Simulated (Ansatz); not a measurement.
The input, for Ansatz 0.2.0:

```yaml
crystal:
  periodic: [false, false, false]
  atoms:
    - {symbol: B, position_ang: [0.000000, 0.000000, 0.000000]}
    - {symbol: H, position_ang: [0.472475, 0.486295, 1.057304]}
    - {symbol: H, position_ang: [-0.485791, -0.470884, 1.058245]}
    - {symbol: H, position_ang: [-0.471913, 0.471402, -1.064277]}
    - {symbol: H, position_ang: [0.485229, -0.486813, -1.051272]}
basis:
  gaussian: {orbitals: aug-cc-pVDZ}
total_charge: 1
magnetization: {spin_polarized: false, initial_magnetization: 2}
correlation: {method: ccsdt_q, electrons: outside_noble_gas}
```

```sh
$ ansatz run in.yaml --threads 2 --pin off --events-out ev --progress --plain --max-ram 49920MiB --backend cuda --devices 0, --max-vram 37GiB
```

The program prints:

```
962 factors; integrals over basis functions are off by at most 1.7e-7 eV
mean field evaluation 1: about -720.1558 eV, gradient 1.2e1 eV
mean field evaluation 2: about -720.1541 eV, gradient 1.2e1 eV
mean field evaluation 4: about -720.8548 eV, gradient 5.5e-1 eV
mean field evaluation 8: about -720.8567 eV, gradient 6.6e-5 eV
mean field evaluation 16: about -720.8567 eV, gradient 6.0e-7 eV
mean field -720.85666856 eV, -26.4909939555 hartree, gradient 6.0e-7 eV, S^2 2.000000; 0 other end points of the search recorded, 0 dependent functions left out
1 core orbitals not correlated: weight in the atoms' cores, before any rotation towards them, 1.000 or more for the frozen orbitals, at most 0.000 for the correlated occupied ones
reference -720.85666856 eV, -26.4909939555 hartree; 4, 2 occupied and 54, 56 virtual orbitals, 962 factors
second order -2.48461981 eV of doubles, -0.10424386 eV of singles
cycle   1  -3.05148876 eV  change   -4.6e-1 eV  update   4.9e-2
cycle   2  -3.28234360 eV  change   -2.3e-1 eV  update   2.0e-2
cycle   3  -3.28953268 eV  change   -7.2e-3 eV  update   5.3e-3
cycle   4  -3.29312971 eV  change   -3.6e-3 eV  update   2.1e-3
cycle   5  -3.29214364 eV  change    9.9e-4 eV  update   6.6e-4
cycle   6  -3.29196983 eV  change    1.7e-4 eV  update   2.0e-4
cycle   7  -3.29211436 eV  change   -1.4e-4 eV  update   7.2e-5
cycle   8  -3.29213129 eV  change   -1.7e-5 eV  update   2.6e-5
cycle   9  -3.29211414 eV  change    1.7e-5 eV  update   9.0e-6
cycle  10  -3.29211688 eV  change   -2.7e-6 eV  update   2.7e-6
cycle  11  -3.29211874 eV  change   -1.9e-6 eV  update   9.0e-7
cycle  12  -3.29211878 eV  change   -4.1e-8 eV  update   2.3e-7
perturbative correction -0.00116827 eV, -0.0000429331 hartree
Total energy: -724.14995561 eV, -26.6120200222 hartree
```

For the same geometry and basis full CI lies 0.0 meV lower.

Ran on 2 threads of AMD EPYC 7R13 with a shared H100 80 GB, shared host: 10 s wall, 0.82 GiB peak host memory.
